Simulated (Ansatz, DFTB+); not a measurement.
## Abstraction of H: C2H7N + C4H2N → C2H6N + C4H3N

Gas-phase species: C2H7N (dimethylamine) `CNC`, singlet; C4H2N (1-cyano propargyl radical) `C#C[CH]C#N`, doublet; C2H6N `C[N]C`, doublet; C4H3N `C#CCC#N`, singlet. A radical takes H: the energy is the difference in strength between the N–H bond broken and the C–H bond made.

Shapes, held fixed at every level: PBE0-D4/def2-TZVP. Programs: Ansatz 0.2.0, DFTB+ 25.1. The zero-point and thermal change to 298 K, harmonic and unscaled (PBE0-D4/def2-TZVP), is -3.1 kJ/mol.

```
                level            kind  ΔH(298 K) (kJ/mol)  CPU time (sum over the molecules)
                DFTB1  semi-empirical                -1.3                             0.14 s
        HF/def2-TZVPP    Hartree–Fock               +32.8                                  –
     SPW92/def2-TZVPP             LDA               +70.4                              9.9 s
    PBE-D4/def2-TZVPP             GGA               +58.7                               21 s
  B3LYP-D4/def2-TZVPP   global hybrid               +51.8                               23 s
  BHLYP-D4/def2-TZVPP   global hybrid               +41.1                               21 s
   PBE0-D4/def2-TZVPP   global hybrid               +49.8                               19 s
r2SCAN0-D4/def2-TZVPP   global hybrid               +49.0                               27 s
    B2PLYP/def2-TZVPP   double hybrid               +42.2                               33 s
```

B2PLYP/def2-TZVPP gives ΔH(298 K) = +42.2 kJ/mol; the levels span -1.3 to +70.4. They disagree on the sign: 8 of 9 are positive. The median of the levels is +49.0. No measured value is set beside it here. Spin contamination: C4H2N (⟨S²⟩ up to 1.11). Open shells run unrestricted. Times are processor times on shared x86 and Arm servers, and rough.
